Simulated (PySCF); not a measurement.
**Question.** Give a PBE0-D3(BJ)/def2-SVP geometry of `c1ccccc1`.

**Answer.** 
```
atom  x, y, z in Å
C1     0.962    1.008   -0.020
C2     1.355   -0.330   -0.015
C3     0.392   -1.339    0.003
C4    -0.963   -1.009    0.015
C5    -1.356    0.329    0.010
C6    -0.393    1.338   -0.008
H7     1.717    1.799   -0.033
H8     2.417   -0.588   -0.024
H9     0.699   -2.388    0.007
H10   -1.718   -1.800    0.029
H11   -2.418    0.587    0.019
H12   -0.700    2.387   -0.012
```

Orientation and origin are arbitrary. Atoms count from 1 in this order. All internal angles of the 6-membered ring C1–C2–C3–C4–C5–C6 are 120.0°; it is planar, 0.00 Å rms from its mean plane, widest ring torsion 0°. All 6 C–C bonds measure 1.395 Å. The 6 heavy atoms lie in one plane (0.000 Å rms).

Bonds between heavy atoms (Å): C1–C2 1.395, C2–C3 1.395, C3–C4 1.395, C4–C5 1.395, C5–C6 1.395, C1–C6 1.395.

The calculation used PySCF, PBE0-D3(BJ)/def2-SVP geometry optimisation, gas phase.

Point group: D6h (tolerance 0.08 Å). Not checked by PBE0-D3(BJ)/def2-SVP frequencies.
